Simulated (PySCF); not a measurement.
Consider `[C-]#[O+]` (CO). Numbering: `[C-:1]#[O+:2]`

These are calculated values, ωB97X-D3(BJ)/ma-def2-TZVP in PySCF (grid level 2) at geometries from PBE0-D3(BJ)/def2-SVP. Zero-point and thermal terms (298.15 K, 1 bar) come from unscaled PBE0-D3(BJ)/def2-SVP harmonic frequencies, with soft modes damped to free rotors in the entropy.

(1) What are the vertical and the adiabatic ionisation energy for forming the radical cation?

(2) Where does the unpaired spin of the relaxed radical cation sit?

(3) What oxidation potential follows in dichloromethane (IEF-PCM), given that Fc+/Fc comes at 4.70 V absolute with this functional and basis?

(4) How far is −ε(HOMO) from the vertical value by ΔSCF?

## Answers

(1) 14.31 eV vertical and 14.29 eV adiabatic, the latter with zero-point energy.

(2) C1 (anionic carbon) 1.08 (intrinsic atomic orbital populations).

(3) In the gas phase ΔG of oxidation is 14.276 eV, and solvation is -1.9 kJ/mol for the parent and -289.9 kJ/mol for the product, so the absolute potential is 11.29 V, or 6.59 V against Fc+/Fc. Fc+/Fc in dichloromethane, 4.70 V, is ωB97X-D3(BJ)/ma-def2-TZVP on PBE0-D3(BJ)/def2-SVP structures with GFN2-xTB thermal terms. Benchmark calculations put it near 5.0 V in acetonitrile and DMSO, so it is about 0.3 V low, and the value against it can read up to that much too high. The solvent is electrostatics only, on gas-phase structures; the absolute scale refers to an electron at rest in vacuum.

(4) −ε(HOMO) = 13.51 eV, which is 0.80 eV below the ΔSCF value.
